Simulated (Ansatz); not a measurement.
The inner images of a band of AlClH$_{2}$ (4 atoms, charge 0, multiplicity 1) are given out of order.

These are results of RKS revPBE-D4/def2-SVP in Ansatz, not measurements.

Image 0:

```xyz
4
Properties=species:S:1:pos:R:3
Al 0.458 0.000 0.118
Cl 0.822 0.000 2.214
H 1.726 0.000 -0.845
H -1.060 0.000 -0.362
```

Image 6:

```xyz
4
Properties=species:S:1:pos:R:3
Al 0.074 0.000 -0.917
Cl 1.503 0.000 1.822
H 1.846 0.000 0.526
H -1.476 0.000 -0.307
```

Problem. Put them in order from the first end to the last, with their energies above the first end.
A.
```xyz
4
Properties=species:S:1:pos:R:3
Al 0.381 0.000 0.041
Cl 0.928 0.000 2.090
H 1.811 0.000 -0.634
H -1.173 0.000 -0.374
```
B.
```xyz
4
Properties=species:S:1:pos:R:3
Al 0.276 0.000 -0.442
Cl 1.181 0.000 1.815
H 1.826 0.000 0.054
H -1.336 0.000 -0.303
```
C.
```xyz
4
Properties=species:S:1:pos:R:3
Al 0.303 0.000 -0.244
Cl 1.077 0.000 1.870
H 1.874 0.000 -0.156
H -1.307 0.000 -0.346
```
D.
```xyz
4
Properties=species:S:1:pos:R:3
Al 0.332 0.000 -0.076
Cl 0.998 0.000 1.964
H 1.872 0.000 -0.394
H -1.256 0.000 -0.370
```
E.
```xyz
4
Properties=species:S:1:pos:R:3
Al 0.235 0.000 -0.641
Cl 1.297 0.000 1.770
H 1.771 0.000 0.256
H -1.355 0.000 -0.261
```

Solution. A (+0.16 eV), D (+0.69 eV), C (+1.59 eV), B (+2.45 eV), E (+2.77 eV).

Run time: 36 s on 1 thread of Arm Neoverse V1 (shared host), peak memory 0.092 GiB.
